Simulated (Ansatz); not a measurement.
Ideal-gas functions of `O=S(=O)(Cl)Cl` at 800 K and 1 bar, from an Ansatz frequency run at PBE0-D4/def2-TZVP.

Molar mass 134.97 g/mol, point group C2v (symmetry number 2), electronic degeneracy 1, moments of inertia 145.702, 219.232, 265.919 u Å². Harmonic wavenumbers (cm⁻¹, unscaled): 209, 277, 362, 388, 410, 576, 599, 1234, 1479.

Use S(trans) = R[1.5 ln M + 2.5 ln T − 1.1517]; rotational temperatures θ = 24.2544 K / I; S(rot) = R[ln(√π/σ · √(T³/θAθBθC)) + 1.5]; for each mode x = 1.438777 ν̃/T, S = R[x/(eˣ − 1) − ln(1 − e⁻ˣ)] and H = RT x/(eˣ − 1); 1 cm⁻¹ = 0.0119627 kJ/mol; R = 8.31446 J/(mol·K).

Problem. By hand: the entropy, in J/(mol·K).

Solution. Translation 190.5. Rotation: θ = 0.1665, 0.1106, 0.0912 K, giving 121.4. Vibration, mode by mode: 16.50, 14.19, 12.03, 11.47, 11.03, 8.38, 8.09, 3.21, 2.27, in all 87.2. Electronic 0.0. Sum 399.1 J/(mol·K).

Problem. By hand: H − E and G − E in kJ/mol, counted from the electronic energy.

Solution. Zero-point energy ½ × 5534 × 0.0119627 = 33.1; thermal vibration 35.0; translation, rotation and pV give 4 RT = 26.6. H − E = 94.7 kJ/mol, and G − E = 94.7 − 800 × 399.1/1000 = -224.6 kJ/mol.

Vibration gives 22 % of the entropy.
